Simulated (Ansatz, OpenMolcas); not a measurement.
## How basis sets differ on Si2H6 (SMILES [SiH3][SiH3])

Si2H6: 8 atoms, total charge 0, spin state singlet. SMILES: `[SiH3][SiH3]`. Geometry: relaxed at PBE0-D4/def2-TZVP.

Quantity: the HOMO–LUMO gap, in eV. The values are calculated.

| level | kind | program | value (eV) | CPU time |
| --- | --- | --- | --- | --- |
| HF/ANO-RCC-MB (DKH2) | Hartree–Fock | OpenMolcas | 16.64 | 1.6 s |
| HF/STO-3G | Hartree–Fock | OpenMolcas | 19.78 | 1.7 s |
| HF/3-21G | Hartree–Fock | OpenMolcas | 14.98 | 1.7 s |
| HF/ANO-R1 (sfX2C) | Hartree–Fock | OpenMolcas | 14.58 | 9.7 s |
| HF/ANO-XS-VDZP (DKH2, RICD fitting) | Hartree–Fock | OpenMolcas | 15.15 | 1.3 s |
| HF/def2-SVP | Hartree–Fock | Ansatz | 14.97 | 2.2 s |
| HF/aug-cc-pVDZ | Hartree–Fock | OpenMolcas | 12.08 | 12 s |

The values span 12.08 to 19.78 eV. A Hartree–Fock LUMO above zero doesn't converge with the basis: it sinks as sets grow more diffuse. Orbital gaps aren't excitation energies. CPU times are rough (shared hosts, several kinds of processor and program).
